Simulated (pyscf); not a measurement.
Four-centre exchange: H₃C–N(CH₃)–SiH₃ (SMILES CN(C)[SiH3]) + H₂O (SMILES O) -> H₃C–NH–CH₃ (SMILES CNC) + HO–SiH₃ (SMILES O[SiH3])

Gas phase, singlet surface, charge 0. Bonds broken: N2–Si4, O14–H15. Bonds formed: N2–H15, Si4–O14. Single points on ωB97X-D3(BJ)/def2-SVP structures (PySCF, gas phase).

Transition state (Å):

```xyz
16

C      0.9271     0.8913    -0.6202
N     -0.3684     0.3282    -0.2479
C     -1.4102     0.5756    -1.2438
Si    -0.8953     0.7559     1.5217
H      1.2384     0.5188    -1.6103
H      0.8882     1.9942    -0.6517
H      1.6868     0.5929     0.1188
H     -1.0864     0.2163    -2.2348
H     -1.6421     1.6530    -1.3171
H     -2.3262     0.0373    -0.9586
H     -2.3295     0.5421     1.8535
H      0.1568     0.7078     2.5847
H     -0.9017     2.2660     1.2637
O     -0.7153    -1.2816     1.3750
H     -0.3667    -0.7976     0.2763
H     -0.0218    -1.6760     1.9166
```

One imaginary mode, 1117i cm⁻¹; descent along it reached the two sides named, in the forms told below.

```
bond     change  reactant side (Å)  saddle  product side
-------  ------  -----------------  ------  ------------
N2–Si4   breaks              1.758   1.895         2.297
O14–H15  breaks              0.975   1.250         2.467
N2–H15    forms              1.967   1.242         1.020
Si4–O14   forms                3.2   2.051         1.700
```

Electronic energies relative to the separated reactants (kJ/mol):

```json
[
 {"level": "ωB97X-D3(BJ)/def2-TZVP", "barrier": "59.9", "reaction energy": "-38.0", "reverse barrier": "97.9"},
 {"level": "PBE/def2-TZVP", "barrier": "46.9", "reaction energy": "-45.1", "reverse barrier": "92.0"},
 {"level": "r²SCAN/def2-TZVP", "barrier": "49.1", "reaction energy": "-46.7", "reverse barrier": "95.8"},
 {"level": "B3LYP-D3(BJ)/def2-TZVP", "barrier": "61.7", "reaction energy": "-42.8", "reverse barrier": "104.5"},
 {"level": "PBE0-D3(BJ)/def2-TZVP", "barrier": "51.8", "reaction energy": "-39.7", "reverse barrier": "91.5"},
 {"level": "M06-2X/def2-TZVP", "barrier": "59.6", "reaction energy": "-43.7", "reverse barrier": "103.2"},
 {"level": "ωB97M-D3(BJ)/def2-TZVP", "barrier": "59.9", "reaction energy": "-43.2", "reverse barrier": "103.1"},
 {"level": "HF/def2-TZVP", "barrier": "138.5", "reaction energy": "-60.0", "reverse barrier": "198.5"}
]
```

With ωB97M-D3(BJ)/def2-TZVP energies and thermal terms (ideal gas, 1 atm, RRHO with modes under 100 cm⁻¹ raised to 100, one conformer, R ln 2 for chiral ones without a mode under 150 cm⁻¹), in kJ/mol:

| T (K) | ΔH‡ | ΔG‡ | ΔH | ΔG |
|---|---|---|---|---|
| 298 | 56.1 | 105.7 | -40.6 | -44.2 |
| 600 | 56.3 | 156.2 | -42.7 | -46.7 |
| 900 | 58.7 | 205.7 | -43.4 | -48.6 |
| 1200 | 61.9 | 254.3 | -43.7 | -50.2 |

On the reactant side the descent ends in a complex, 23.8 kJ/mol under the separated species and 83.7 kJ/mol under the saddle at ωB97X-D3(BJ)/def2-TZVP. On the product side the descent ends in a bound adduct, 37.1 kJ/mol under the separated species and 135.0 kJ/mol under the saddle at ωB97X-D3(BJ)/def2-TZVP. H₃C–NH–CH₃ lies 32.8 kJ/mol over its isomer H₃C–CH₂–NH₂ (electronic energy, ωB97M-D3(BJ)/def2-TZVP). This is the saddle that the search found; another between the same sides may lie lower.
